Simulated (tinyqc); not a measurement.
MP2 on RHF in the sto-3g basis, frozen core, for HF, spin multiplicity 1, step by step. One step of it, computed by the program tinyqc.

Problem. Second-order Moller-Plesset energy. E2 = sum_ijab (ia|jb) [2 (ia|jb) - (ib|ja)] / (e_i + e_j - e_a - e_b) over occupied i, j and virtual a, b; the opposite-spin part is (ia|jb)^2 / denominator, the rest is same-spin, and SCS-MP2 scales them by 6/5 and 1/3.

orbital energies (hartree): [-25.916664, -1.429553, -0.527517, -0.462065, -0.462065, 0.458492]

Two-electron integrals over orbitals (pq|rs), unique and non-zero (hartree); the lowest 1 orbital is frozen and left out:
```
(22|22) 0.863776    (32|22) -0.039036   (32|32) 0.146561    (33|22) 0.720717
(33|32) -0.026900   (33|33) 0.712102    (42|42) 0.186149    (43|42) -0.034530
(43|43) 0.040104    (44|22) 0.888117    (44|32) -0.073341   (44|33) 0.710428
(44|44) 0.997514    (52|52) 0.186149    (53|52) -0.034530   (53|53) 0.040104
(54|54) 0.053770    (55|22) 0.888117    (55|32) -0.073341   (55|33) 0.710428
(55|44) 0.889973    (55|55) 0.997514    (62|22) -0.105077   (62|32) -0.064939
(62|33) -0.026857   (62|44) -0.103131   (62|55) -0.103131   (62|62) 0.092880
(63|22) -0.207520   (63|32) 0.089559    (63|33) -0.105676   (63|44) -0.225284
(63|55) -0.225284   (63|62) 0.045992    (63|63) 0.208861    (64|42) -0.034568
(64|43) -0.019467   (64|64) 0.030093    (65|52) -0.034568   (65|53) -0.019467
(65|65) 0.030093    (66|22) 0.657406    (66|32) 0.056615    (66|33) 0.660977
(66|44) 0.636953    (66|55) 0.636953    (66|62) -0.060150   (66|63) -0.021072
(66|66) 0.694280
```

Hartree-Fock energy = -98.55143868 hartree

Give: Terms; Pair energies; MP2 correlation energy; SCS-MP2 correlation energy; MP2 total energy.

Solution.

Terms:
```
i  j  a  b  (ia|jb)  (ib|ja)  denominator       term
3  3  6  6    0.209    0.209       -1.972     -0.022
2  2  6  6    0.093    0.093       -3.776  -2.28e-03
2  3  6  6    0.046    0.046       -2.874  -7.36e-04
3  2  6  6    0.046    0.046       -2.874  -7.36e-04
5  5  6  6    0.030    0.030       -1.841  -4.92e-04
4  4  6  6    0.030    0.030       -1.841  -4.92e-04
```

Pair energies (hartree; pair i-j sums ij and ji):
```
pair  opposite spin  same spin
2-2       -2.28e-03      0.000
3-2       -1.47e-03      0.000
3-3          -0.022      0.000
4-4       -4.92e-04      0.000
5-5       -4.92e-04      0.000
```

MP2 correlation energy = -0.02686 hartree

SCS-MP2 correlation energy = -0.03223 hartree

MP2 total energy = -98.57830 hartree
